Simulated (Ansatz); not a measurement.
**C₄H₁₁P: one species, many methods**

One table from this session's results is given with a row withheld; the runs are named, their logs left out.

The runs use Ansatz 0.2.0, Gaussian basis; functionals in def2-TZVPP, the program's frozen cores in correlated methods.

Levels to be run: LDA (SPW92), PBE-D4, revPBE-D4, BLYP-D4, r2SCAN-D4, B97M-V, PBE0-D4, B3LYP-D4, r2SCANh-D4, r2SCAN0-D4, HSE06-D4, BHLYP-D4, CAM-B3LYP-D4, LC-ωPBE, ωB97X-V, ωB97M-V, B2PLYP, PBE-QIDH; CCSD(T)/def2-SVP; CCSD(T)/def2-TZVPP; MP2/def2-QZVPP; extrapolation to the limit; RPA on PBE.

## The geometry

An earlier PBE0-D4 in a triple-zeta def2 set relaxation fixed the geometry.

SMILES `CC(C)(C)P`, 16 atoms, charge 0, spin multiplicity 1.

Atoms are counted from 1 here; the program's logs count them from 0.

Bond lengths: C1–C2 1.523 Å, C1–H6 1.092 Å, C1–H7 1.096 Å, C1–H8 1.092 Å, C2–C3 1.527 Å, C2–C4 1.527 Å, C2–P5 1.872 Å, C3–H9 1.093 Å, C3–H10 1.093 Å, C3–H11 1.095 Å, C4–H12 1.093 Å, C4–H13 1.093 Å, C4–H14 1.095 Å, P5–H15 1.422 Å, P5–H16 1.422 Å. Angles: C2–C1–H6 111.4°, C2–C1–H7 110.3°, C2–C1–H8 111.4°, H6–C1–H7 107.9°, H6–C1–H8 107.9°, H7–C1–H8 107.9°, C1–C2–C3 110.0°, C1–C2–C4 110.0°, C1–C2–P5 112.6°, C3–C2–C4 109.8°, C3–C2–P5 107.1°, C4–C2–P5 107.1°, C2–C3–H9 111.6°, C2–C3–H10 111.5°, C2–C3–H11 110.0°, H9–C3–H10 108.1°, H9–C3–H11 107.9°, H10–C3–H11 107.7° and more.

The first run:

Contents of in.yaml:

```yaml
crystal:
  periodic: [false, false, false]
  atoms:
    - {symbol: C, position_ang: [-0.615400, 0.677270, -1.075560]}
    - {symbol: C, position_ang: [0.026137, -0.036318, 0.106541]}
    - {symbol: C, position_ang: [1.511009, 0.310002, 0.183873]}
    - {symbol: C, position_ang: [-0.145379, -1.546456, -0.037882]}
    - {symbol: P, position_ang: [-0.738810, 0.450808, 1.744025]}
    - {symbol: H, position_ang: [-0.509575, 1.761360, -0.991490]}
    - {symbol: H, position_ang: [-0.138865, 0.364417, -2.012121]}
    - {symbol: H, position_ang: [-1.680984, 0.447705, -1.148757]}
    - {symbol: H, position_ang: [1.996307, -0.188411, 1.026801]}
    - {symbol: H, position_ang: [1.665652, 1.386959, 0.292352]}
    - {symbol: H, position_ang: [2.017868, -0.008395, -0.732934]}
    - {symbol: H, position_ang: [-1.201097, -1.826205, -0.090093]}
    - {symbol: H, position_ang: [0.306323, -2.083834, 0.799748]}
    - {symbol: H, position_ang: [0.336327, -1.891545, -0.958589]}
    - {symbol: H, position_ang: [-0.728905, 1.857884, 1.539290]}
    - {symbol: H, position_ang: [-2.100599, 0.324769, 1.354818]}
basis:
  gaussian: {orbitals: def2-TZVPP}
hamiltonian: {xc: lda}
output: {orbitals: {seedname: orbitals}}
```

Started as:

```
ansatz run in.yaml --threads 4 --pin off --events-out ev --progress --plain --max-ram 11315MiB
```

Among the steps run: LDA; PBE-D4 (GGA); revPBE-D4 (GGA); BLYP-D4 (GGA); r2SCAN-D4 (meta-GGA); B97M-V (meta-GGA); PBE0-D4 (hybrid); B3LYP-D4 (hybrid); r2SCANh-D4 (hybrid); r2SCAN0-D4 (hybrid); HSE06-D4 (hybrid); BHLYP-D4 (hybrid); CAM-B3LYP-D4 (range-separated); LC-ωPBE (range-separated); ωB97X-V (range-separated); ωB97M-V (range-separated); B2PLYP (double hybrid); PBE-QIDH (double hybrid).

One of the session's tables, all rows but one given; the rest of the session is left out.

It belongs to the step «Frontier levels by functional». 

```
  functional  HOMO (eV)  LUMO (eV)  gap (eV)
 LDA (SPW92)      -5.98      -0.65      5.32
      PBE-D4      -5.89      -0.40      5.49
   revPBE-D4          ?          ?         ?
     BLYP-D4      -5.77      -0.31      5.45
   r2SCAN-D4      -6.11      -0.02      6.09
      B97M-V      -6.25      -0.31      5.93
     PBE0-D4      -7.03       0.45      7.48
    B3LYP-D4      -6.83       0.19      7.02
  r2SCANh-D4      -6.53       0.27      6.81
  r2SCAN0-D4      -7.17       0.70      7.87
    HSE06-D4      -6.63       0.07      6.70
    BHLYP-D4      -8.07       1.22      9.29
CAM-B3LYP-D4      -8.35       1.36      9.71
     LC-ωPBE      -9.70       2.58     12.28
     ωB97X-V      -9.37       2.38     11.75
     ωB97M-V      -9.22       2.07     11.29
```

Q: Estimate the row for revPBE-D4 from the others.

The run gave: HOMO (eV): -5.85; LUMO (eV): -0.28; gap (eV): 5.57. In the column «HOMO (eV)» it lies between PBE-D4 (-5.89) and BLYP-D4 (-5.77).
